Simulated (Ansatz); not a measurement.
Reaction (atomization): `N/C=C\N` → 2 C• + 6 H• + 2 N•

Program: Ansatz. Geometries: PBE0-D4/def2-TZVP. ΔE: electronic, gas phase. CBS: MP2 limit from def2 TZ/QZ plus the TZ coupled-cluster correction, frozen cores. This one scheme is used for every species, atoms too. Functionals use def2-TZVPP. HSE06 is defined as in plane-wave codes. Open shells (•) are unrestricted, without spin–orbit coupling. Spin–orbit coupling would lower the free atoms: a little for C. One conformer a species, not always the lowest.

`N/C=C\N`:

Z-matrix (Å, degrees):
```
N
C 1 1.404
H 1 1.008 2 113.2
H 1 1.013 2 112.3 3 -124.6
C 2 1.333 1 122.3 3 165.5
H 2 1.082 1 117.2 3 -17.8
N 5 1.404 2 122.3 1 -3.2
H 5 1.082 2 120.3 1 -179.9
H 7 1.013 5 112.3 2 41.7
H 7 1.008 5 113.2 2 166.3
```

What is ΔE at CCSD(T)/CBS? (Estimate.)

Computed: +3791.7 kJ/mol.

What do these levels give: revPBE-D4, B97M-V, r2SCANh-D4, ωB97X-V, B2PLYP, revPBE, r2SCAN, HSE06, CAM-B3LYP, LC-ωPBE, HF/def2-SVP, HF/CBS(def2)? (Estimate.)

The calculation gave: revPBE-D4 3820.7, B97M-V 3794.2, r2SCANh-D4 3760.8, ωB97X-V 3808.3, B2PLYP 3769.2, revPBE 3766.7, r2SCAN 3785.8, HSE06 3818.6, CAM-B3LYP 3821.7, LC-ωPBE 3794.5, HF/def2-SVP 2617.0, HF/CBS(def2) 2598.5 kJ/mol.

What do rigid-rotor, harmonic-oscillator terms from PBE0-D4/def2-TZVP frequencies (298.15 K, 1 bar) make of the CCSD(T)/CBS value? (An estimate is asked.)

Ansatz gave: ΔZPE = -228.2 kJ/mol, ΔH = +3609.2 kJ/mol, ΔS = 1021 J/(mol·K), ΔG = +3304.8 kJ/mol. Open shells count their whole term as degenerate.

Largest T1 diagnostic among the species: 0.011.

From r2SCAN to r2SCAN0 (25 % exact exchange), in def2-TZVPP and without D4, ΔE moves by −70.3 kJ/mol: exact exchange takes away binding that semilocal exchange gives to molecules. In def2-TZVPP, CCSD(T) changes the Hartree–Fock value by +1084.4 kJ/mol (the triples alone add +64.7 kJ/mol) and MP2 by +1138.2 kJ/mol; breaking electron pairs costs correlation energy, which Hartree–Fock lacks.

For atomizations the MP2-based limit and the directly extrapolated one differ by several kJ/mol either way, and by 10 to 25 for some Ge, Se and Sn compounds, so smaller differences from it don't rank the levels.
